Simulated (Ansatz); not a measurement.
**BSiH5 (SMILES [H]B([H])[SiH3]): the electronic atomisation energy, rung by rung**

The species is BSiH5 (7 atoms), meant as a singlet with charge 0. SMILES: `[H]B([H])[SiH3]`. Geometry: relaxed at GFN2-xTB.

Each level gives the electronic atomisation energy (eV). The values are calculated. Electronic energies at fixed atoms, without zero-point motion or spin-orbit coupling.

```json
{"level": "r2SCAN/STO-3G", "kind": "meta-GGA", "program": "Ansatz", "value (eV)": "29.56", "less FCI/STO-3G": "+3.64"}
{"level": "r2SCAN0/STO-3G", "kind": "hybrid meta-GGA", "program": "Ansatz", "value (eV)": "29.26", "less FCI/STO-3G": "+3.34"}
{"level": "wB97M-V/STO-3G", "kind": "range-separated hybrid", "program": "Ansatz", "value (eV)": "30.09", "less FCI/STO-3G": "+4.17"}
{"level": "B2PLYP/STO-3G", "kind": "double hybrid", "program": "Ansatz", "value (eV)": "28.24", "less FCI/STO-3G": "+2.32"}
{"level": "RPA@PBE/STO-3G", "kind": "RPA", "program": "Ansatz", "value (eV)": "25.51", "less FCI/STO-3G": "-0.41"}
{"level": "MP2/STO-3G", "kind": "perturbation theory", "program": "Ansatz", "value (eV)": "25.74", "less FCI/STO-3G": "-0.18"}
{"level": "CCSDTQ/STO-3G", "kind": "coupled cluster or CI", "program": "Ansatz", "value (eV)": "25.92", "less FCI/STO-3G": "0.00"}
{"level": "FCI/STO-3G", "kind": "exact in the basis", "program": "Ansatz", "value (eV)": "25.92", "less FCI/STO-3G": "0.00"}
```

FCI/STO-3G is exact within its basis and frozen core, so for wave-function methods in that basis the difference is their error; functionals converge differently with the basis, so for them it is only a difference. The values span 25.51 to 30.09 eV. All rows use very small basis sets, so none should be taken for the real molecule's value.
